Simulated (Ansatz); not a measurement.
HC–B–Ge⁺, doublet: the ladder up to RCCSDT(Q)

Geometry: that of the HC–B–Ge, singlet, kept fixed.

```yaml
atoms:
  - { symbol: C, position_ang: [0.0000, 0.0000, 0.8784] }
  - { symbol: B, position_ang: [0.0000, 0.0000, -0.4587] }
  - { symbol: Ge, position_ang: [0.0000, 0.0000, -2.3704] }
  - { symbol: H, position_ang: [0.0000, 0.0000, 1.9506] }
```

Basis cc-pVTZ; Ansatz 0.2.0. Correlated methods freeze the noble-gas cores and the filled d shells of p-block atoms, which leaves 11 electrons in 101 orbitals. Prefix R: restricted or restricted open-shell reference; prefix U: unrestricted. No spin–orbit coupling is included, and no scalar relativity.

Full CI isn't at hand for all of this; RCCSDT(Q) serves as the reference, and is uncertain by about the last step of the cluster series. The frozen core follows each run's orbitals, which can shift R against U totals by a few meV for light atoms and by up to 0.1 eV past Ca.

The UHF ⟨S²⟩ is 1.491 and the ⟨S²⟩ of the determinant under UCCSD is 1.118. The T1 diagnostic (RCCSD) is 0.0252. The largest doubles amplitude (RCCSD) is 0.088.

| level | E − E(RHF) (eV) |
| --- | --- |
| RMP2 | -7.5333 |
| RCCSD | -8.4186 |
| RCCSD(T) | -8.8678 |

Q: Estimate how far RCCSDT(Q) in cc-pVTZ lies from RCCSD(T). The table doesn't fix it; the size of (T) and the diagnostics are the guide.

A: RCCSDT(Q) in cc-pVTZ lies 7.9 kJ/mol below RCCSD(T), which is 18 % of the (T) step (-43.3 kJ/mol). The diagnostics are small and the rest is a small part of (T), but (T) is large here. The miss exceeds 1 kcal/mol.

The other levels:

| level | E − E(RCCSDT(Q)) (kJ/mol) | share of correlation (%) | wall time |
| --- | --- | --- | --- |
| BCCD(T) | 7.9 | 99.08 | 23 s (H100) |
| RCCSDT | 3.8 | 99.56 | – |

The correlation energy at RCCSDT(Q), counted from RHF, is -8.950 eV. That run took 57 s on 2 threads of AMD EPYC 7R13 with a shared H100 80 GB, shared host.

Run but not shown, since their state, orbitals or frozen core can't be matched to the reference's or they repeat it: UHF, UMP2, UCCSD, UCCSD(T), UCCSDT, UCCSDT(Q).

Times hold each run's SCF and search for its determinant on a shared host, so for small cases they say little of a method's own cost.
